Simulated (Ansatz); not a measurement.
Cost and result for the atomization energy of `CC[SiH3]` (11 atoms, 10 bonds).

```xyz
11

C     0.182   -1.408   -0.061
C    -0.633   -0.139   -0.298
Si    0.245    1.424    0.254
H    -0.356   -2.299   -0.393
H     0.414   -1.540    0.999
H     1.132   -1.378   -0.601
H    -1.592   -0.196    0.229
H    -0.878   -0.035   -1.361
H     1.532    1.583   -0.479
H     0.549    1.361    1.711
H    -0.594    2.627    0.000
```

Charge 0, multiplicity 1. Geometry: relaxed with PBE0-D4/def2-TZVP. Program: Ansatz. All runs use 2 threads of a server CPU on a shared host. Times are those of one run each, without the atoms' runs, and a repeat can differ threefold. Electronic energies, without spin–orbit coupling; frozen cores. CCSD(T)/CBS adds CCSD(T) − MP2 in def2-TZVPP to the MP2 limit, and its time is that of the two runs behind it. T1 = 0.010. HSE06 is the plane-wave form, built on full-range PBE exchange.

CCSD(T)/CBS is a level of theory with its own doubt, some kJ/mol a heavy atom from the limit and from the frozen cores, so smaller differences don't rank the functionals.

```
                           level  functions  wall time  atomization (kcal/mol)  difference from CCSD(T)/CBS  per bond
 PBE-D4/def2-TZVPP (with forces)        216      2.5 s                   922.5                          1.5       0.1
                CCSD(T)/def2-SVP         86      2.7 s                   879.8                        -41.2      -4.1
             HSE06-D4/def2-TZVPP        216        3 s                   918.6                         -2.4      -0.2
             BHLYP-D4/def2-TZVPP        216      3.2 s                   908.7                        -12.3      -1.2
         CAM-B3LYP-D4/def2-TZVPP        216      3.5 s                   924.9                          3.9       0.4
               B2PLYP/def2-TZVPP        216      4.8 s                   911.4                         -9.6      -1.0
             PBE-QIDH/def2-TZVPP        216      5.5 s                   914.8                         -6.2      -0.6
              ωB97X-V/def2-TZVPP        216        7 s                   923.4                          2.4       0.2
               B97M-V/def2-TZVPP        216        8 s                   922.7                          1.7       0.2
ωB97M-V/def2-TZVPP (with forces)        216       11 s                   922.2                          1.2       0.1
                  MP2/def2-QZVPP        424       26 s                   911.7                         -9.3      -0.9
              CCSD(T)/def2-TZVPP        216       73 s                   902.2                        -18.8      -1.9
               CCSD(T)/CBS(def2)          –       99 s                   921.0                          0.0       0.0
```

In def2-TZVPP, CCSD(T) changes the Hartree–Fock value by +192.3 kcal/mol (the triples alone add +7.7 kcal/mol) and MP2 by +190.6 kcal/mol; breaking electron pairs costs correlation energy, which Hartree–Fock lacks. From r2SCAN to r2SCAN0 (25 % exact exchange), in def2-TZVPP and without D4, the atomization energy moves by −4.9 kcal/mol: exact exchange takes away binding that semilocal exchange gives to molecules. The D4 term adds +6.5 kcal/mol with B3LYP and +3.4 kcal/mol with PBE0; it sums over pairs of atoms, weighted by their polarisabilities, and B3LYP, whose exchange is more repulsive, gets the larger term.

B3LYP here is the variant with VWN-RPA as its local correlation; programs differ in this.
